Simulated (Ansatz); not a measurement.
Reaction: C2H7N (SMILES C(C)N) → C2H6N (SMILES C[CH]N, doublet) + H (doublet) (the C-H bond breaks)
Each species at its own B3LYP-D3(BJ)/def2-TZVP minimum (Ansatz, a quantum-chemistry and plane-wave program), one conformer.

Quantity: bond dissociation energy (electronic), in kcal/mol. Radicals and triplets start from unrestricted determinants; spin-orbit coupling is neglected. CBS(X,Y): correlation extrapolated as X^-3, Hartree-Fock from the larger set. A bracket is a step between two methods taken in the basis named. The functionals are non-relativistic, so their misses hold any scalar relativity. Double hybrids freeze cores in their MP2 part. 'core' is core correlation in cc-pwCVTZ, 'X2C' scalar relativity in cc-pVTZ-DK, both at CCSD(T). Where a partner has so few electrons that a lower coupled-cluster level is exact, that level stands in.

CCSD(T)/CBS(cc-pVTZ,cc-pVQZ) + [CCSDT(Q) - CCSD(T)]/cc-pVDZ + core + X2C (Ansatz) gives 99.4 kcal/mol.

**Question.** What does PBE/def2-TZVPD (Ansatz) give here, and how do the other levels compare?

**Answer.** PBE gives 92.5 kcal/mol, 6.9 kcal/mol below it. Differences of the others: PBE0/def2-TZVPD (Ansatz) -5.9; wB97M-V/def2-TZVPD (Ansatz) -1.7; B2PLYP/def2-TZVPD (Ansatz) -3.9; CCSD(T)/CBS(cc-pVTZ,cc-pVQZ) + core + X2C (Ansatz) 0.1 kcal/mol. Nearer than PBE: PBE0/def2-TZVPD, wB97M-V/def2-TZVPD, B2PLYP/def2-TZVPD, CCSD(T)/CBS(cc-pVTZ,cc-pVQZ) + core + X2C.
